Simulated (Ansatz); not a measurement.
## AlP, singlet: the ladder up to RCCSDTQ

Geometry: a PBE0/def2-TZVP stationary point for this spin.

```yaml
atoms:
  - { symbol: Al, position_ang: [0.0000, 0.0000, 0.0000] }
  - { symbol: P, position_ang: [0.0000, 0.0000, 2.0726] }
```

Basis cc-pVDZ; Ansatz 0.2.0. Correlated methods freeze the noble-gas cores, which leaves 8 electrons in 26 orbitals. Prefix R: restricted or restricted open-shell reference; prefix U: unrestricted. Active spaces: pair = (2e, 2o) about the gap; valence = (8e, 8o) chosen from the atoms' valence shells.

Full CI isn't at hand for all of this; RCCSDTQ serves as the reference, and is uncertain by about the last step of the cluster series. The frozen core follows each run's orbitals, which can shift R against U totals by a few meV.

HF rows are the lowest solutions found. Coupled cluster chose its determinant by trial CCSD, here up to 0.10 eV above the lowest Hartree–Fock solution of its kind, and MP2 stands on that determinant too.

- UHF ⟨S²⟩: 1.056
- T1 diagnostic (RCCSD): 0.0481
- largest doubles amplitude (RCCSD): 0.175

```
   level  E − E(determinant under the R cluster runs) (eV)
    RMP2                                           -4.8476
   RCCSD                                           -5.4113
RCCSD(T)                                           -5.8125
```

Question: Estimate how far RCCSDTQ in cc-pVDZ lies from RCCSD(T). The table doesn't fix it; the size of (T) and the diagnostics are the guide.

Answer: RCCSDTQ in cc-pVDZ lies 7.2 kJ/mol below RCCSD(T), which is 19 % of the (T) step (-38.7 kJ/mol). T1 is raised, a doubles amplitude is large, RHF is unstable towards spin polarisation, but (T) still catches most of what CCSD lacks. The miss exceeds 1 kcal/mol.

The other levels:

| level | E − E(RCCSDTQ) (kJ/mol) | share of correlation (%) | wall time |
| --- | --- | --- | --- |
| UHF† | 415.8 | – | – |
| UMP2† | 81.2 | – | – |
| UCCSD*† | 12.2 | – | – |
| UCCSD(T)*† | -9.3 | – | 10 s |
| BCCD(T) | 7.7 | 98.65 | 2.7 s |
| RCCSDT | 4.2 | 99.25 | – |
| UCCSDT*† | -22.8 | – | – |
| RCCSDT(Q) | -1.4 | 100.24 | 4.4 s |
| UCCSDT(Q)*† | -30.1 | – | 20 s |
| CASSCF (pair space) | 454.8 | 19.93 | – |
| NEVPT2 (pair space) | 99.6 | 82.47 | 2.4 s |
| MRCISD (pair space) | 65.8 | 88.42 | – |
| MRCISD+Q (pair space) | 16.6 | 97.08 | 2.6 s |

An asterisk marks runs whose energy the program itself flagged as in doubt. A dagger marks rows that describe another state than the reference (another or a broken symmetry, a higher spin or other natural occupations), so the difference isn't the method's error.

The correlation energy at RCCSDTQ, counted from the determinant under the R cluster runs, is -5.887 eV. That run took 32 s on 1 thread of Arm Neoverse V1, shared host.

Run but not shown, since their state, orbitals or frozen core can't be matched to the reference's or they repeat it: RHF, CISD, CASSCF (valence space), NEVPT2 (valence space), MRCISD (valence space), MRCISD+Q (valence space), MRCISD+Q(relaxed) (valence space).

Times hold each run's SCF and search for its determinant on a shared host, so for small cases they say little of a method's own cost; they ran on 1 thread of Arm Neoverse V1.

Unrestricted levels hold only the spin's projection, and here they fall towards a lower state of higher spin.

Natural occupations of CASSCF (valence space) about the gap: 1.986 1.915 1.915 1.823 0.173 0.087 0.087 0.014; effectively unpaired electrons, Σ n²(2−n)², 0.31.
